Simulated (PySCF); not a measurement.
Basis set benchmark on one molecule

Molecule: `C#CC(C)(C)C`, C6H10.

Mapped SMILES: `[CH:1]#[C:2][C:3]([CH3:4])([CH3:5])[CH3:6]` (H(Xn): hydrogen on atom n).

Geometry PBE0-D3(BJ)/def2-SVP throughout; GIAO in PySCF 2.14.0 with density-fitted response routines, gas phase, one conformer, non-relativistic; equivalent atoms averaged; functional PBE0.

Reference values (measured; solution, not stated per compound (mostly CDCl3 or CCl4); Pretsch, Buehlmann, Badertscher, Structure Determination of Organic Compounds, 4th ed. (2009)): δ(C3) = 27.4 ppm, δ(C4/C5/C6) = 31.1 ppm. Computed shifts are taken against TMS, calculated as an isolated molecule at each level.

How do the basis sets STO-3G, 6-31G, pcSseg-0, 6-31G*, def2-SVP, cc-pVDZ, pcSseg-1, 6-311+G(2d,p), aug-cc-pVDZ, def2-TZVP, IGLO-III, cc-pVTZ perform against the reference? Times are CPU seconds on shared hosts with different chips, so compare them loosely.

## Answers


```csv
basis set,functions,C3,C4/C5/C6,mean abs. error C,core-s
STO-3G,40,31.7,26.3,4.6,6.1
6-31G,74,27.6,32.0,0.6,12
pcSseg-0,74,25.1,34.9,3.0,6.7
6-31G*,104,25.9,30.6,1.0,17
def2-SVP,134,24.7,31.4,1.5,23
cc-pVDZ,134,30.4,32.4,2.1,9.9
pcSseg-1,152,27.5,32.8,0.9,17
"6-311+G(2d,p)",222,29.0,31.4,0.9,49
aug-cc-pVDZ,228,30.7,31.2,1.7,30
def2-TZVP,246,29.4,32.3,1.6,58
IGLO-III,310,30.0,32.9,2.2,53
cc-pVTZ,320,29.3,32.0,1.4,46
```

For ¹³C the closest is 6-31G (0.6 ppm) and the furthest STO-3G (4.6 ppm). Where a smaller basis beats a larger one, errors probably cancel. One molecule is a small sample, and vibrational and solvent effects are absent from the calculation.

A small basis that lands close on one nucleus may do so by chance; judge by the trend and by all nuclei.
